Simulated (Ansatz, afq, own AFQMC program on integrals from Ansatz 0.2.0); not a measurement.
**BSiH₆, doublet in cc-pVDZ, levels against CCSDT(Q)**

```xyz
8

B    -2.1252    0.0000    0.0000
H    -2.7220    1.0336    0.0000
H    -2.7220   -1.0336    0.0000
H    -0.8202    0.0000    0.0000
Si    0.8978    0.0000    0.0000
H     1.3477   -1.4163    0.0000
H     1.3477    0.7081   -1.2265
H     1.3477    0.7081    1.2265
```

Basis cc-pVDZ. Noble-gas cores (and the filled d shells of Ga–Kr and In–Xe) are frozen. Ansatz 0.2.0 and our own AFQMC program on the same integrals; the CISD trial comes from CCSD amplitudes, and released means the phaseless constraint is let go. Error bars are statistical, one sigma.

Determinant: UHF, the one that the program's search chose, which needn't be the lowest solution. The geometry is a point of a scan.

No full CI on the walks' own integrals is used here; CCSDT(Q) serves as the reference and is uncertain by about the last step of the cluster series.

The T1 diagnostic is 0.0118, the weight of the determinant in the CISD state is 0.873 and the ⟨S²⟩ of the determinant is 0.766. The size of the correlated space is 13 electrons in 56 orbitals.

```
  level  correlation energy (eV)
    MP2                  -5.4170
   CCSD                  -6.8026
CCSD(T)                  -6.9398
```

Problem. Estimate where phaseless AFQMC with a CISD trial lies against CCSD(T) on the same integrals.

Solution. 3.1 ± 0.2 kJ/mol below CCSD(T).

Reference: CCSDT(Q), correlation energy -6.976 eV. The released energy is read at 2.40 1/Eh (meV from the phaseless value at times in 1/Eh: -0.3 ± 1.8 at 0.24, -1.4 ± 1.8 at 0.51, -3.8 ± 2.4 at 0.99, -3.4 ± 1.5 at 1.62, -7 ± 4 at 2.40).

```json
{"level": "CCSD(T)", "E − E(reference) (kJ/mol)": "3.5", "share of correlation (%)": "99.48"}
{"level": "CCSDT", "E − E(reference) (kJ/mol)": "0.4", "share of correlation (%)": "99.94"}
{"level": "ph-AFQMC/CISD", "E − E(reference) (kJ/mol)": "0.4 ± 0.2", "share of correlation (%)": "99.94"}
{"level": "released AFQMC", "E − E(reference) (kJ/mol)": "-0.3 ± 0.3", "share of correlation (%)": "100.04"}
```

A walk keeps the symmetry of its determinant, which the program's search chose and which needn't be the lowest solution, so a lower state of the same spin and another symmetry isn't excluded. Released energies are given only where the last usable release times agree within the noise; a slower fall can still hide under it.
